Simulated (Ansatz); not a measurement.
## HBr, singlet in cc-pVDZ: errors against full CI

Geometry: a point of a stretch scan, not a stationary point.

| atom | x (Å) | y (Å) | z (Å) |
| --- | --- | --- | --- |
| Br | 0.0000 | 0.0000 | 0.0000 |
| H | 0.0000 | 0.0000 | 1.3100 |

Basis cc-pVDZ; Ansatz 0.2.0. Correlated methods freeze the noble-gas cores and the filled d shells of p-block atoms, which leaves 8 electrons in 18 orbitals. Prefix R: restricted or restricted open-shell reference. Active spaces: pair = (2e, 2o) about the gap; valence = (8e, 5o) chosen from the atoms' valence shells. No spin–orbit coupling is included, and no scalar relativity.

Full CI is exact within this basis and frozen core; it isn't the basis-set limit.

```
UHF ⟨S²⟩                          : 0.000
T1 diagnostic (RCCSD)             : 0.0048
largest doubles amplitude (RCCSD) : 0.046
```

```json
{"level": "RHF", "E − E(full CI) (kJ/mol)": "372.9", "share of correlation (%)": "0.00", "wall time": "–"}
{"level": "RMP2", "E − E(full CI) (kJ/mol)": "45.4", "share of correlation (%)": "87.81", "wall time": "–"}
{"level": "CISD", "E − E(full CI) (kJ/mol)": "19.7", "share of correlation (%)": "94.72", "wall time": "0.48 s"}
{"level": "RCCSD", "E − E(full CI) (kJ/mol)": "6.2", "share of correlation (%)": "98.34", "wall time": "–"}
{"level": "RCCSD(T)", "E − E(full CI) (kJ/mol)": "1.1", "share of correlation (%)": "99.70", "wall time": "0.36 s"}
{"level": "BCCD(T)", "E − E(full CI) (kJ/mol)": "1.1", "share of correlation (%)": "99.70", "wall time": "0.42 s"}
{"level": "RCCSDT", "E − E(full CI) (kJ/mol)": "0.6", "share of correlation (%)": "99.84", "wall time": "–"}
{"level": "CISDTQ", "E − E(full CI) (kJ/mol)": "0.4", "share of correlation (%)": "99.89", "wall time": "1.2 s"}
{"level": "RCCSDT(Q)", "E − E(full CI) (kJ/mol)": "0.1", "share of correlation (%)": "99.99", "wall time": "0.81 s"}
{"level": "RCCSDTQ", "E − E(full CI) (kJ/mol)": "0.0", "share of correlation (%)": "100.00", "wall time": "3 s"}
{"level": "CASSCF (pair space)", "E − E(full CI) (kJ/mol)": "334.9", "share of correlation (%)": "10.18", "wall time": "–"}
{"level": "NEVPT2 (pair space)", "E − E(full CI) (kJ/mol)": "45.5", "share of correlation (%)": "87.81", "wall time": "1.2 s"}
{"level": "MRCISD (pair space)", "E − E(full CI) (kJ/mol)": "15.5", "share of correlation (%)": "95.85", "wall time": "–"}
{"level": "MRCISD+Q (pair space)", "E − E(full CI) (kJ/mol)": "-1.5", "share of correlation (%)": "100.40", "wall time": "1.4 s"}
{"level": "CASSCF (valence space)", "E − E(full CI) (kJ/mol)": "331.4", "share of correlation (%)": "11.12", "wall time": "–"}
{"level": "NEVPT2 (valence space)", "E − E(full CI) (kJ/mol)": "72.4", "share of correlation (%)": "80.58", "wall time": "0.66 s"}
{"level": "MRCISD (valence space)", "E − E(full CI) (kJ/mol)": "15.2", "share of correlation (%)": "95.92", "wall time": "–"}
{"level": "MRCISD+Q (valence space)", "E − E(full CI) (kJ/mol)": "-1.2", "share of correlation (%)": "100.33", "wall time": "1.3 s"}
```

The correlation energy at full CI, counted from RHF, is -3.864 eV. That run took 8 s on 1 thread of Arm Neoverse V1, shared host over 2,342,800 determinants.

Times hold each run's SCF and search for its determinant on a shared host, so for small cases they say little of a method's own cost; they ran on 1 thread of Arm Neoverse V1.

More than 5 meV below full CI, which no variational method can be: MRCISD+Q (pair space), MRCISD+Q (valence space).

The full-CI state has the irrep A1 of C2v, in the program's axes (one component, if the state is degenerate).

Natural occupations of full CI about the gap: 1.984 1.963 1.963 1.957 0.034 0.015 0.015 0.015 0.015 0.009; effectively unpaired electrons, Σ n²(2−n)², 0.03.
